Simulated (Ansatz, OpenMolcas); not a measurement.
**Heat of formation of CH2ClF (chlorofluoromethane) from total energies**

CH2ClF: 5 atoms, total charge 0, spin state singlet. SMILES: `FCCl`. The coordinates come from a PBE0-D4/def2-TZVP relaxation.

| atom | x (Å) | y (Å) | z (Å) |
| --- | --- | --- | --- |
| F | -0.9705 | 0.5605 | 0.7665 |
| C | 0.0836 | 0.0893 | 0.0581 |
| Cl | -0.4230 | -1.2329 | -0.9981 |
| H | 0.8321 | -0.3026 | 0.7456 |
| H | 0.4777 | 0.8857 | -0.5721 |

Total energies at M06-L/aug-cc-pVDZ (OpenMolcas 26.06); the atoms run unrestricted:

```
species    state  energy (Eh)
 CH2ClF  singlet  -599.341417
      F  doublet   -99.727990
      C  triplet   -37.842899
     Cl  doublet  -460.135862
      H  doublet    -0.501696
```

Harmonic wavenumbers at PBE0-D4/def2-TZVP, in cm⁻¹: 388, 770, 1010, 1112, 1259, 1375, 1499, 3095, 3171.

Measured heats of formation of the gaseous atoms at 298.15 K, in kJ/mol: F 79.4, C 716.9, Cl 121.3, H 218.0. Spin-orbit lowering of the atoms at 298 K (mean of the ground term's levels less their thermal mean, from spectra), in kJ/mol: F 1.29, C 0.02, Cl 3.44. Take 1 Eh = 2625.50 kJ/mol, 1 cm⁻¹ = 0.0119627 kJ/mol, RT = 2.479 kJ/mol.

Question: What heat of formation follows?

Answer: 
1. Electronic atomisation energy: (-99.727990) + (-37.842899) + (-460.135862) + 2 × (-0.501696) − (-599.341417) = 0.631274 Eh = 1657.4 kJ/mol.
2. Zero-point energy: half the sum of the wavenumbers, 6839.5 cm⁻¹ = 81.8 kJ/mol.
3. Thermal vibrational enthalpy, Σ hcν̃/(exp(hcν̃/kT) − 1): 1.3 kJ/mol. Translation, rotation and pV of a non-linear molecule: 4 RT = 9.9 kJ/mol.
4. The 5 free atoms carry 5/2 RT each: 31.0 kJ/mol.
5. Spin-orbit coupling lowers the free atoms by 1.29 + 0.02 + 3.44 = 4.8 kJ/mol.
6. Atomisation enthalpy at 298 K: 1657.4 − 4.8 − 81.8 − 1.3 − 9.9 + 31.0 = 1590.6 kJ/mol.
7. Sum of the atoms' heats of formation: 1353.6 kJ/mol. Heat of formation: 1353.6 − 1590.6 = -237.0 kJ/mol.

The tabulated value is -263.7 kJ/mol (Active Thermochemical Tables), so this level is off by +26.7 kJ/mol, or 1.7 % of the atomisation enthalpy. Anharmonicity and any spin-orbit splitting of the molecule are left out.
